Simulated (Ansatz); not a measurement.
## Dissociation curves of AlH3F− (SMILES [H][Al-]([H])([H])[F])

AlH3F−: 5 atoms, total charge -1, spin state singlet. SMILES: `[H][Al-]([H])([H])[F]`. Geometry: a GFN2-xTB relaxation, a rough one for these elements and not checked as a minimum.

```
atom    x (Å)    y (Å)    z (Å)
  Al  -0.0006   0.0002  -0.0375
   F   0.0114  -0.0193   1.6579
   H   1.5299   0.0115  -0.5503
   H  -0.7746   1.3326  -0.5198
   H  -0.7662  -1.3250  -0.5502
```

The Al1–H3 distance is scanned; the parts on either side stay rigid. Basis STO-3G, 6 core orbitals frozen in the correlated methods; program Ansatz 0.2.0. FCI is exact within this basis and core. Energies in eV from each method's value at 1.614 Å; methods without a U are spin-restricted. The set has no diffuse functions, which an anion needs. The shape above is that at 1.614 Å.

```tsv
distance (Å)	revPBE	r2SCAN0	CAM-B3LYP	HSE06	CCSD	CCSDTQ	FCI
1.614	0.00	0.00	0.00	0.00	0.00	0.00	0.00
2.018	1.04	1.32	1.29	1.25	1.35	1.34	1.34
2.421	2.47	3.04	3.01	2.91	3.16	3.13	3.13
3.228	4.53	5.50	5.56	5.28	5.72	5.66	5.66
4.035	5.32	6.48	6.66	6.23	6.52	6.38	6.38
```

Departure from the FCI curve at its largest: revPBE -1.13 eV at 3.23 Å; r2SCAN0 -0.17 eV at 3.23 Å; CAM-B3LYP +0.28 eV at 4.04 Å; HSE06 -0.38 eV at 3.23 Å; CCSD +0.14 eV at 4.04 Å; CCSDTQ within 0.005 eV. For the functionals part of the departure is owed to the small basis.
